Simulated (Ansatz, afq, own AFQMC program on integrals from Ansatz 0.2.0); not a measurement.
**CHB, triplet: AFQMC among the cluster methods**

```xyz
3

B     0.0000    0.0000    0.0901
C     0.0000    0.0000   -1.3588
H     0.0000    0.0000    1.2688
```

Connectivity, by distances: BH–C.

Basis cc-pVDZ. Noble-gas cores (and the filled d shells of Ga–Kr and In–Xe) are frozen. AFQMC by an in-house program on the Cholesky factors that Ansatz 0.2.0 writes for its CCSD(T) run. The CISD trial takes its coefficients from CCSD amplitudes. Released means that phaseless walkers are propagated on without the constraint, phases kept. Uncertainties: one standard error, sampling alone.

Determinant: UHF, the one that the program's search chose, which needn't be the lowest solution. The geometry is a PBE0/def2-TZVP stationary point of this or a neighbouring charge and spin state.

No full CI on the walks' own integrals is used here; CCSDTQ serves as the reference and is uncertain by about the last step of the cluster series.

Cautions: the released energies have errors that jump between times, so the bars are unsure, so no released level is given (meV from the phaseless value at times in 1/Eh: -8.0 ± 1.7 at 0.24, -13.1 ± 1.0 at 0.51, -20.1 ± 1.2 at 0.99, -17 ± 7 at 1.62, -27.0 ± 1.6 at 2.40), though the last usable value meets CCSDTQ within the noise.

- T1 diagnostic: 0.0147
- weight of the determinant in the CISD state: 0.906
- ⟨S²⟩ of the determinant: 2.009
- size of the correlated space: 8 electrons in 31 orbitals

| level | correlation energy (eV) |
| --- | --- |
| MP2 | -3.9292 |
| CCSD | -4.7658 |
| CCSD(T) | -4.9179 |

Problem. Estimate where phaseless AFQMC with a CISD trial lies against CCSD(T) on the same integrals.

Solution. 0.61 ± 0.06 mEh below CCSD(T).

Reference: CCSDTQ, correlation energy -4.963 eV.

```
        level  E − E(reference) (mEh)  share of correlation (%)
      CCSD(T)                    1.66                     99.09
        CCSDT                    0.40                     99.78
     CCSDT(Q)                    0.02                     99.99
  ph-AFQMC/HF             4.82 ± 0.85                     97.36
ph-AFQMC/CISD             1.05 ± 0.06                     99.42
```

CCSDT and higher add their correlation energy to the determinant of the CCSD(T) run, since their own runs factorise the integrals more tightly (a shift of under 2 meV). A walk keeps the symmetry of its determinant, which the program's search chose and which needn't be the lowest solution, so a lower state of the same spin and another symmetry isn't excluded.
